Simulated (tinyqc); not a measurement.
UKS/exchange-only LDA in the sto-3g basis, for H2O, spin multiplicity 3, step by step. One step of it, computed by the program tinyqc.

Problem. Orthogonalisation. S = U s U^T; canonical form X = U s^(-1/2), so that X^T S X = 1. Each column of U has its largest component positive (the first on a tie).

overlap S, lower triangle:
```
           1O 1s     1O 2s    1O 2px     1O 2py    1O 2pz     2H 1s     3H 1s
1O 1s   1.000000
1O 2s   0.236704  1.000000
1O 2px  0.000000  0.000000  1.000000
1O 2py  0.000000  0.000000  0.000000   1.000000
1O 2pz  0.000000  0.000000  0.000000   0.000000  1.000000
2H 1s   0.031742  0.341040  0.000000   0.224091  0.213858  1.000000
3H 1s   0.031742  0.341040  0.000000  -0.224091  0.213858  0.188986  1.000000
```

Give: eigenvalues of S; X.

Solution.

eigenvalues of S: 0.4842  0.5748  0.8785  1.0000  1.1150  1.2362  1.7113

X:
```
              1        2        3       4        5        6       7
1O 1s   -0.3710   0.0000   0.7142  0.0000   0.6210   0.0000  0.1799
1O 2s    0.9708   0.0000  -0.3151  0.0000   0.3439   0.0000  0.4355
1O 2px   0.0000   0.0000   0.0000  1.0000   0.0000   0.0000  0.0000
1O 2py   0.0000   0.7882   0.0000  0.0000   0.0000   0.7211  0.0000
1O 2pz   0.5020   0.0000   0.6749  0.0000  -0.5860   0.0000  0.2355
2H 1s   -0.6054  -0.7478  -0.1917  0.0000  -0.1575   0.3801  0.3917
3H 1s   -0.6054   0.7478  -0.1917  0.0000  -0.1575  -0.3801  0.3917
```
